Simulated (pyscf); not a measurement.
:HGe–SeH [singlet] + H₂ + H₂ -> H₃Ge–SeH + H₂, a multi-bond step (singlet surface; H–H, H–H broken, Ge–H, Ge–H, H–H formed). Single points on ωB97X-D3(BJ)/def2-SVP structures (PySCF, gas phase). Energies in eV from the separated reactants.

Small-basis levels: PySCF, no dispersion term, spherical d functions. AM1 to PM7: differences of heats of formation from MOPAC, which are fitted to 298 K values and so differ in kind from electronic energies by zero-point and thermal terms. GFN2-xTB: tblite. 

```
level                    barrier  reaction energy
-----------------------  -------  ---------------
HF/STO-3G                   3.41            -2.91
BP86/6-31G*+LANL2DZ         1.45            -0.98
B3LYP/6-31G*+LANL2DZ        1.82            -1.02
M06-2X/6-31G*+LANL2DZ       1.85            -1.14
B3LYP/6-311+G**+LANL2DZ     1.62            -1.15
GFN2-xTB                     ___            -0.57
PM3                         1.53            -1.45
PM6                         2.18            -0.49
PM7                          ___            -0.83
ωB97M-D3(BJ)/def2-TZVP       ___            -1.13
```

Task: What belongs in the gaps?

Result: 
- GFN2-xTB, barrier: 0.97
- PM7, barrier: 2.06
- ωB97M-D3(BJ)/def2-TZVP, barrier: 1.67

Against the last row the barrier runs from -0.70 (GFN2-xTB) to +1.74 eV (HF/STO-3G). ωB97M-D3(BJ)/def2-TZVP has limits of its own. On the reactant side the descent ends in a complex (not fully relaxed), 0.18 eV under the separated species and 1.80 eV under the saddle at ωB97X-D3(BJ)/def2-TZVP. One saddle was located; it need not be the lowest between these sides. In the def2 sets elements up to Kr have no core potential.
